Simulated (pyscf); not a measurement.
Li• (SMILES [Li]) + CH₄ (SMILES C) → Li–CH₃ (SMILES [Li][CH3]) + H• (SMILES [H]) (substitution at C; doublet surface; C–H broken, C–Li formed). Optimised with ωB97X-D3(BJ)/def2-SVP in PySCF. Correlated levels are frozen-core, on RHF or UHF. ΔMP2 is the change of the MP2 total energy from the triple- to the quadruple-zeta basis. Energies in kcal/mol from the separated reactants.

```tsv
level	barrier	reaction energy
ωB97X-D3(BJ)/def2-TZVP	68.9	+63.4
PBE/def2-TZVP	57.6	+63.4
r²SCAN/def2-TZVP	60.2	+64.9
B3LYP-D3(BJ)/def2-TZVP	61.5	+64.6
MP2/def2-QZVPP	80.5	+62.3
CCSD(T)/def2-TZVPP	68.4	+65.1
CCSD(T)/def2-TZVPP + ΔMP2(QZVPP)	(withheld)	(withheld)
```

Task: Some entries are withheld; supply them.

Result: 
- CCSD(T)/def2-TZVPP + ΔMP2(QZVPP), barrier: 67.7
- CCSD(T)/def2-TZVPP + ΔMP2(QZVPP), reaction energy: +63.7

At PBE, r²SCAN, B3LYP-D3(BJ) this geometry lies under the product side: in single points on another level's saddle the reverse barrier vanishes, and the forward threshold there is about the reaction energy. This is the saddle that the search found; another between the same sides may lie lower. The angle at the attacked C is 180°. The CCSD(T) − MP2 part came from Ansatz, without density fitting, on the same reference. An open-shell T1 diagnostic exceeds 0.045. A UHF reference is spin-contaminated (<S²> up to 1.16), which harms MP2 most. The frozen core leaves the outer d or s,p core shells of the metals and heavy elements correlated in the MP2 and CC values, and def2-TZVPP describes them poorly, which can shift differences by a few kcal/mol.
